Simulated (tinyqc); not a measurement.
Extended Hueckel theory, for LiH+, step by step. The parameters take no account of the charge, which enters only through the electron count. One step of it, computed by the program tinyqc.

Problem. Mulliken analysis. P = C n C^T; charge = valence electrons (H 1, Li 1) minus the sum of (P S)_ii on the atom; overlap population = 2 sum P_ij S_ij between two atoms.

coefficients:
```
              MO1        MO2       MO3        MO4        MO5
1Li 2s   0.154309   0.839521  0.000000   0.000000   0.712675
1Li 2px  0.000000   0.000000  0.075932   0.997113   0.000000
1Li 2py  0.000000   0.000000  0.997113  -0.075932   0.000000
1Li 2pz  0.123837  -0.542943  0.000000   0.000000   1.041042
2H 1s    0.867865  -0.109574  0.000000   0.000000  -0.930166
```

occupations: 1.000000  0.000000  0.000000  0.000000  0.000000

overlap S:
```
           1Li 2s   1Li 2px   1Li 2py   1Li 2pz     2H 1s
1Li 2s   1.000000  0.000000  0.000000  0.000000  0.380873
1Li 2px  0.000000  1.000000  0.000000  0.000000  0.000000
1Li 2py  0.000000  0.000000  1.000000  0.000000  0.000000
1Li 2pz  0.000000  0.000000  0.000000  1.000000  0.491519
2H 1s    0.380873  0.000000  0.000000  0.491519  1.000000
```

Give: charges; Overlap populations.

Solution.

charges: 1Li 0.8570, 2H 0.1430

Overlap populations:
```
pair     value
2-1   0.207663
```
